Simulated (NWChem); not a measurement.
Molecule: ethane (C2H6); SMILES CC

Program: NWChem. Coordinates come from a PBE0/def2-SVP optimisation. Level: PBE0/def2-SVP with SMD (1 M gas to 1 M solution), gas-phase geometry.

For solvent water:

| Item | Value |
|---|---|
| solvation free energy (kcal/mol) | 1.8 |
| cavity-dispersion-structure term (kcal/mol) | 2.3 |

Task: Estimate the same quantities for solvent n-hexane.

Result: The solvation free energy (kcal/mol) comes out as -1.4 and the cavity-dispersion-structure term (kcal/mol) comes out as -1.2.
